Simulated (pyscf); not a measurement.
Elementary routes open to H₃C–AlH–CH₃ + ammonia (NH₃) in the gas phase (singlet surface):
A. H₃C–Al(CH₃)–NH₂ + hydrogen (H₂) (Al–H, H–N broken; Al–N, H–H formed)
B. methane (CH₄) + H₃C–AlH–NH₂ (Al–C, H–N broken; C–H, Al–N formed)

Structures and frequencies: ωB97X-D3(BJ)/def2-SVP in PySCF.

Problem. Rank the routes by free-energy barrier at 298 K, lowest first, for ωB97M-D3(BJ)/def2-TZVP energies (ideal gas, 1 atm, RRHO with modes under 100 cm⁻¹ raised to 100, one conformer, R ln 2 for chiral ones without a mode under 150 cm⁻¹).

Solution. A (0.46 eV), B (0.62 eV)

Route A is the fastest of these, ahead of the next by 0.16 eV. The most stable products are those of B (ΔG = -1.04 eV), whose barrier is 0.16 eV higher: the kinetic and the thermodynamic product differ. At 1200 K A is still the fastest. A: On the reactant side the descent ends in an adduct with a Al–N contact (not fully relaxed), 1.26 eV under the separated species and 1.26 eV under the saddle at ωB97X-D3(BJ)/def2-TZVP. B: On the reactant side the descent ends in an adduct with a Al–N contact (not fully relaxed), 1.25 eV under the separated species and 1.40 eV under the saddle at ωB97X-D3(BJ)/def2-TZVP. Only these routes are compared; each barrier is that of the saddle found, and lower ones may exist.
